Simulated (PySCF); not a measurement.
Species: CO₂.
Atom-mapped SMILES: `[O:1]=[C:2]=[O:3]`

All values: PBE0/pcSseg-1 and wB97X-D/def2-SVPD (PySCF, non-relativistic), on one gas-phase PBE0-D3(BJ)/def2-SVP geometry that isn't relaxed in the solvent. The solvent is an IEF-PCM continuum (Bondi radii, 1.10 Å for H, scaled by 1.2). Specific hydrogen bonds and non-electrostatic terms are outside this model.

Gas phase at PBE0/pcSseg-1: HOMO -10.70 eV, LUMO 1.03 eV, dipole 0.00 D.

Q: What does the continuum do to the energy, the frontier levels and the dipole at PBE0/pcSseg-1 in chloroform and acetonitrile?

A: 
```csv
solvent,ε,E(solvent) − E(gas) (kJ/mol),polarisation term (kJ/mol),distortion of the solute (kJ/mol),HOMO (eV),LUMO (eV),dipole (D)
chloroform,4.711,-6.40,-6.70,0.30,-10.62,1.15,0.00
acetonitrile,35.69,-8.77,-9.34,0.57,-10.60,1.19,0.00
```

The polarisation term is half the interaction of the solute with the surface charges that it induces; the rest is the cost of distorting the solute's density. The sum is the electrostatic part of solvation alone. From chloroform to acetonitrile the lowering changes by a factor 1.37, Onsager's factor (ε − 1)/(2ε + 1) by 1.35 and ε itself by 7.6. Charge and dipole vanish, so a point-dipole model would give no lowering at all.

Q: Which Hirshfeld charges (PBE0/pcSseg-1) respond most in acetonitrile (means over atoms taken as equivalent)?

A: 
```
atoms                               environment  gas (e)  solvent (e)  change
   C2  central carbon of cumulated double bonds   +0.334       +0.351  +0.017
O1/O3                        oxygen bonded to C   -0.167       -0.175  -0.008
```

Q: How do the nuclear quadrupole coupling constants eQVzz/h respond in acetonitrile?

A: 
```json
{"nucleus": "17O at O1", "Q (barn)": "-0.0256", "gas (MHz)": "-4.26", "solvent (MHz)": "-4.37", "η gas": "0.00", "η solvent": "0.00"}
{"nucleus": "17O at O3", "Q (barn)": "-0.0256", "gas (MHz)": "-4.26", "solvent (MHz)": "-4.37", "η gas": "0.00", "η solvent": "0.00"}
```

Gas phase at wB97X-D/def2-SVPD: HOMO -12.76 eV, LUMO 1.52 eV, dipole 0.00 D.

Q: What does the continuum do to the energy, the frontier levels and the dipole at wB97X-D/def2-SVPD in chloroform and acetonitrile?

A: 
```tsv
solvent	ε	E(solvent) − E(gas) (kJ/mol)	polarisation term (kJ/mol)	distortion of the solute (kJ/mol)	HOMO (eV)	LUMO (eV)	dipole (D)
chloroform	4.711	-5.93	-6.29	0.36	-12.68	1.65	0.00
acetonitrile	35.69	-8.16	-8.84	0.68	-12.65	1.69	0.00
```

Q: How does the static polarisability (wB97X-D/def2-SVPD, frozen core, with the continuum's full static response) change?

A: 
```tsv
medium	isotropic (au)	principal values (au)	⟨r²⟩ of the electrons (bohr²)
gas	17.0	12.7, 12.7, 25.6	113.3
chloroform	19.5	14.1, 14.1, 30.2	113.5
acetonitrile	20.5	14.8, 14.8, 32.0	113.6
```

The isotropic value in acetonitrile is 1.21 times the gas-phase one; no cavity-field correction is applied. ⟨r²⟩ is taken about the centre of nuclear charge.

The pairwise dispersion term of wB97X-D wasn't added to the energies; at a given geometry it leaves orbitals and properties as they are.
